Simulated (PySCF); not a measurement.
# Electric field gradients and quadrupole coupling constants

Species: H2O.
Geometry (PBE0-D3(BJ)/def2-SVP, Å), atoms numbered from 1 in this order:
```xyz
3
H2O angstrom
O     -0.0412    0.3965    0.0000
H     -0.7297   -0.2762    0.0000
H      0.7709   -0.1204    0.0000
```

The species is `O` (H2O).

Field gradients from the PBE0/pcSseg-1 density (PySCF, non-relativistic), principal values in atomic units, ordered |Vxx| ≤ |Vyy| ≤ |Vzz|:

```
atom     Vxx     Vyy      Vzz
  O1  0.2480  1.7484  -1.9963
```

**Question.** Find the asymmetry η = (Vxx − Vyy)/Vzz and the couplings χ = eQV/h (234.96 MHz × Q in barn × V in au), with Q(17O) = −0.0256 b.

**Answer.** 
```tsv
atom	environment	nucleus	η	χzz (MHz)	χxx (MHz)	χyy (MHz)
O1	water oxygen	17O	0.75	12.01	-1.49	-10.52
```

The tensor is traceless: Vxx + Vyy + Vzz = 0.

**Question.** What is Vzz at O1 in SI units (1 au = 9.71736 × 10²¹ V/m²)?

**Answer.** -1.9963 au = -19.399 × 10²¹ V/m².

**Question.** What couplings would deuterons (Q(2H) = 0.00286 b) have in place of the hydrogens, at this geometry?

**Answer.** 
```csv
atom,bonded to,bond length (Å),Vzz (au),η,χzz (kHz)
H2,O1,0.963,0.4779,0.15,321
H3,O1,0.963,0.4780,0.15,321
```

Isolated species at its PBE0-D3(BJ)/def2-SVP geometry, gas phase. The small basis limits the accuracy of the gradients.
